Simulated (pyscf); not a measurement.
Thermochemistry of product channels of F–Si•(F)–F (SMILES F[Si](F)F) + NH₃ (SMILES N) on the doublet surface, in eV, from ωB97M-D3(BJ)/def2-TZVP energies (ideal gas, 1 atm, RRHO with modes under 100 cm⁻¹ raised to 100, one conformer, R ln 2 for chiral ones without a mode under 150 cm⁻¹). Optimised with ωB97X-D3(BJ)/def2-SVP in PySCF.

```tsv
products	ΔE	ΔH(298 K)	ΔG(298 K)	ΔG(600 K)
F–SiH(F)–F (SMILES F[SiH](F)F) + NH₂• (SMILES [NH2])	+0.38	+0.23	+0.24	+0.24
HF (SMILES F) + F–Si:–F (SMILES F[Si]F) [singlet] + NH₂• (SMILES [NH2])	+3.37	+3.18	+2.72	+2.24
•HN–Si(F)(F)–F (SMILES [NH][Si](F)(F)F) + H₂ (SMILES [H][H])	+0.16	-0.11	-0.05	-0.03
```

These are energies of the channels, which say nothing of barriers.
